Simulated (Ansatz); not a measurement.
Process, species as SMILES: F[C]Cl (closed-shell singlet) + 3 [H][H] (H2) → C (CH4) + Cl (HCl) + F (HF)
B3LYP-D3(BJ)/def2-TZVP geometries, fixed; electronic energies without zero-point terms.
Largest species:
```
C
H 1 1.0892
H 1 1.0892 2 109.47
H 1 1.0892 2 109.47 3 120.00
H 1 1.0892 2 109.47 3 -120.00
```

Basis-set convergence of the energy of full hydrogenation at PBE with Ansatz (a program for electronic structure). Cartesian d functions, on some or all atoms, in 6-31G*, 6-31+G*, 6-311G**, 6-311+G**; all else is spherical. The program fits the integrals of some runs and decomposes those of others, by size. No added dispersion term, no relativity. Functions are those of the species that has most. Reference: the value in pcseg-4, -121.46 kcal/mol, itself unsure by roughly 0.13 kcal/mol (its mean distance from aug-pcseg-3, aug-cc-pV(Q+d)Z, cc-pV(5+d)Z). Deviations are taken from unrounded values.

```
basis            functions  energy of full hydrogenation (kcal/mol)
---------------  ---------  ---------------------------------------
def2-SVP                46                                  -115.54
def2-SVPD               70                                  -129.83
pcseg-1                 46                                  -118.24
aug-pcseg-1             73                                  -122.22
6-31G*                  49                                  -105.60
6-31+G*                 61                                  -115.37
cc-pV(D+d)Z             51                                  -113.42
aug-cc-pV(D+d)Z         78                                  -125.22
6-311G**                63                                  -118.98
6-311+G**               75                                  -123.40
pcseg-2                 94                                  -121.42
aug-pcseg-2            142                                  -122.01
cc-pV(T+d)Z             99                                  -118.47
aug-cc-pV(T+d)Z        147                                  -121.67
def2-TZVP               99                                  -117.45
def2-TZVPD             123                                  -120.23
def2-TZVPP             104                                  -119.95
def2-TZVPPD            128                                  -121.97
cc-pV(Q+d)Z            175                                  -120.22
aug-cc-pV(Q+d)Z        264                                  -121.55
def2-QZVPP             184                                  -121.15
def2-QZVPPD            208                                  -121.53
pcseg-3                192                                  -121.57
aug-pcseg-3            281                                  -121.50
```

What the diffuse functions change, pair by pair:
- def2-SVP to def2-SVPD: 24 more functions, deviation 5.92 to -8.37 kcal/mol
- pcseg-1 to aug-pcseg-1: 27 more functions, deviation 3.21 to -0.76 kcal/mol
- 6-31G* to 6-31+G*: 12 more functions, deviation 15.86 to 6.09 kcal/mol
- cc-pV(D+d)Z to aug-cc-pV(D+d)Z: 27 more functions, deviation 8.03 to -3.76 kcal/mol
- 6-311G** to 6-311+G**: 12 more functions, deviation 2.48 to -1.95 kcal/mol
- pcseg-2 to aug-pcseg-2: 48 more functions, deviation 0.04 to -0.55 kcal/mol
- cc-pV(T+d)Z to aug-cc-pV(T+d)Z: 48 more functions, deviation 2.99 to -0.21 kcal/mol
- def2-TZVP to def2-TZVPD: 24 more functions, deviation 4.01 to 1.23 kcal/mol
- def2-TZVPP to def2-TZVPPD: 24 more functions, deviation 1.51 to -0.51 kcal/mol
- cc-pV(Q+d)Z to aug-cc-pV(Q+d)Z: 89 more functions, deviation 1.24 to -0.10 kcal/mol
- def2-QZVPP to def2-QZVPPD: 24 more functions, deviation 0.30 to -0.07 kcal/mol
- pcseg-3 to aug-pcseg-3: 89 more functions, deviation -0.11 to -0.04 kcal/mol

They bring the value nearer the reference by more than 0.13 kcal/mol in 9 of 12 pairs.
